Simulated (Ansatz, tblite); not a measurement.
**The cluster KNa₄+: rung by rung**

One table from this session's results is given with a row withheld; the runs are named, their logs left out.

The runs use Ansatz 0.2.0, Gaussian basis; as each input shows.

The runs, in order: GFN1-xTB, GFN2-xTB, PBE/def2-TZVP, r2SCAN/def2-TZVP, BHLYP/def2-TZVP, BLYP/def2-TZVP, B2PLYP/def2-TZVP, PBE/def2-SVP, PBE0/def2-SVP, CCSD(T)/def2-TZVPP, MP2/def2-TZVP.

2 further runs of the same task are left out: 2 set aside as unsound or not needed. Runs told in other sessions of the task aren't counted.

### The geometry

The singlet was relaxed beforehand with PBE/def2-SVP. At that level it is the lowest of the isomers that a small search found.

5 atoms, charge 1, spin multiplicity 1.

Bond lengths: Na1–Na3 3.269 Å, Na1–Na4 3.647 Å, Na2–Na4 3.470 Å, Na2–K5 3.790 Å, Na3–Na4 3.649 Å, Na4–K5 4.163 Å. Angles: Na3–Na1–Na4 63.4°, Na4–Na2–K5 69.8°, Na1–Na3–Na4 63.3°, Na1–Na4–Na2 140.0°, Na1–Na4–Na3 53.2°, Na1–Na4–K5 140.7°, Na2–Na4–Na3 147.7°, Na2–Na4–K5 58.7°, Na3–Na4–K5 136.3°, Na2–K5–Na4 51.5°.

The ion is computed in the gas phase, without counter-ions or solvent.

PBE0/def2-TZVP was run before; its log isn't repeated, and its numbers join the tables.

The first run:

Tight binding, by tblite at 300 K electronic temperature and without a spin-polarisation term:

```python
tblite.interface.Calculator('GFN1-xTB', numbers, positions, charge=1, uhf=0).singlepoint()
```

Tight binding, by tblite at 300 K electronic temperature and without a spin-polarisation term:

```python
tblite.interface.Calculator('GFN2-xTB', numbers, positions, charge=1, uhf=0).singlepoint()
```

start.molden holds the orbitals of an earlier run on this state, given as this run's starting guess.

in.yaml

```yaml
crystal:
  periodic: [false, false, false]
  atoms:
    - {symbol: Na, position_ang: [-1.609351, -3.287575, 0.043040]}
    - {symbol: Na, position_ang: [0.331822, 2.744619, 2.182601]}
    - {symbol: Na, position_ang: [-2.128336, -1.458658, -2.616819]}
    - {symbol: Na, position_ang: [-0.143586, 0.051467, 0.047340]}
    - {symbol: K, position_ang: [3.549441, 1.950148, 0.343829]}
basis:
  gaussian: {orbitals: def2-TZVP, initial_orbitals: start.molden}
total_charge: 1
hamiltonian: {xc: pbe}
scf: {omitted_lower_state_checks: [starts]}
output: {forces: true, orbitals: {seedname: orbitals}}
```

Started as:

```console
$ ansatz run in.yaml --threads 4 --pin off --events-out ev --progress --plain --max-ram 4787MiB
```

Steps of the session up to this table: PBE/def2-TZVP; r2SCAN/def2-TZVP; BHLYP/def2-TZVP; BLYP/def2-TZVP; B2PLYP/def2-TZVP; PBE/def2-SVP; PBE0/def2-SVP; CCSD(T)/def2-TZVPP; MP2/def2-TZVP.

One of the session's tables, all rows but one given; the rest of the session is left out.

| level | HOMO (eV) | LUMO (eV) | gap (eV) |
| --- | --- | --- | --- |
| PBE/def2-SVP | -5.87 | -4.59 | 1.28 |
| PBE/def2-TZVP | -5.90 | -4.65 | 1.25 |
| BLYP/def2-TZVP | -5.81 | -4.61 | 1.20 |
| r2SCAN/def2-TZVP | ? | ? | ? |
| PBE0/def2-SVP | -6.25 | -4.08 | 2.18 |
| PBE0/def2-TZVP | -6.29 | -4.12 | 2.16 |
| BHLYP/def2-TZVP | -6.65 | -3.65 | 3.00 |

Estimate the missing values for r2SCAN/def2-TZVP.

The run gave: HOMO (eV): -5.75; LUMO (eV): -4.35; gap (eV): 1.40. In the column «HOMO (eV)» it is the highest.
